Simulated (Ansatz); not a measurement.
# BCl3: the cost of one run

Computed with Ansatz 0.2.0, Gaussian basis. Level: cc-pV(Q+d)Z, core rule «outside noble gas», up to 16 orbitals frozen.

The runs, in order: UHF; CCSD(T) on RHF; BCCD(T) on RHF.

19 further runs of the same task are left out: 2 that didn't finish, 17 set aside as unsound or not needed.

**1. The geometry**

The geometry is an MP2(full)/6-31G* stationary point (not a proven minimum).

4 atoms, charge 0, spin multiplicity 1.

Atoms are counted from 1 here; the program's logs count them from 0.

Bond lengths: B1–Cl2 1.735 Å, B1–Cl3 1.735 Å, B1–Cl4 1.735 Å. Angles: Cl2–B1–Cl3 120.0°, Cl2–B1–Cl4 120.0°, Cl3–B1–Cl4 120.0°.

**2. UHF**

in.yaml reads:

```yaml
crystal:
  periodic: [false, false, false]
  atoms:
    - {symbol: B, position_ang: [0.000000, 0.000000, 0.000000]}
    - {symbol: Cl, position_ang: [0.000000, 1.735352, 0.000000]}
    - {symbol: Cl, position_ang: [1.502859, -0.867676, 0.000000]}
    - {symbol: Cl, position_ang: [-1.502859, -0.867676, 0.000000]}
basis:
  gaussian: {orbitals: "cc-pV(Q+d)Z.json"}
magnetization: {spin_polarized: true, initial_magnetization: 0}
hamiltonian: {xc: hf}
output: {orbitals: {seedname: orbitals}}
```

Run with:

```console
$ ansatz run in.yaml --threads 1 --pin off --events-out ev --progress --plain --max-ram 4096MiB --backend cpu
```

What time and memory should one allow on 1 thread of AMD EPYC 7R13, shared host?

About 15 s, with a peak of 0.89 GiB.
